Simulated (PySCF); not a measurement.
Molecule: SMILES C=NC1CC1, C4H7N.

Bonds (- single, = double, # triple, : aromatic): C1=N2, N2-C3, C3-C4, C4-C5, C5-C3. C1 carries H6, H7; C3 carries H8; C4 carries H9, H10; C5 carries H11, H12. H6 is cis to C3; H9, H11 are cis to N2 on the ring; H7 is trans to C3; H10, H12 are trans to N2 on the ring.

Frames of a GFN2-xTB Langevin trajectory at 300 K; GIAO PBE0/pcSseg-1 shieldings in PySCF, gas phase, non-relativistic; equivalent atoms averaged within each frame.

References, each an isolated molecule treated in the same way: TMS for $^{13}$C (186.93 ppm), $^{1}$H (31.72 ppm); $^{15}$N (267.73 ppm) against NH3. The references are static minima.

Task: How do the shifts (ppm) fluctuate along the trajectory?

Result: 
| time (fs) | C1 | C3 | C4/C5 | N2 | H6 | H7 | H8 | H9/H11 | H10/H12 |
| --- | --- | --- | --- | --- | --- | --- | --- | --- | --- |
| optimised geometry | 151.1 | 45.5 | 13.4 | 417.6 | 7.86 | 7.08 | 2.66 | 1.05 | 0.96 |
| 250 | 156.3 | 59.7 | 9.7 | 407.7 | 8.21 | 7.65 | 3.88 | 0.52 | 0.25 |
| 425 | 150.4 | 43.2 | 13.4 | 413.4 | 7.18 | 6.88 | 2.24 | 1.07 | 0.75 |
| 625 | 154.6 | 51.0 | 18.8 | 454.1 | 7.18 | 7.22 | 4.33 | 2.04 | 2.18 |
| 800 | 160.3 | 47.9 | 10.2 | 432.6 | 8.00 | 7.09 | 2.25 | 0.32 | 1.38 |
| 1000 | 150.5 | 53.6 | 8.5 | 409.8 | 7.83 | 6.92 | 3.12 | 0.81 | 0.85 |
| mean of frames | 154.4 | 51.1 | 12.1 | 423.5 | 7.68 | 7.15 | 3.16 | 0.95 | 1.08 |
| standard deviation | 4.2 | 6.2 | 4.1 | 19.7 | 0.48 | 0.31 | 0.94 | 0.67 | 0.74 |

5 frames give an uncertainty of the mean of about the standard deviation over 2.2 at best, since frames this close in time may not be independent; classical motion lacks zero-point vibration, and the reference would need the same averaging.
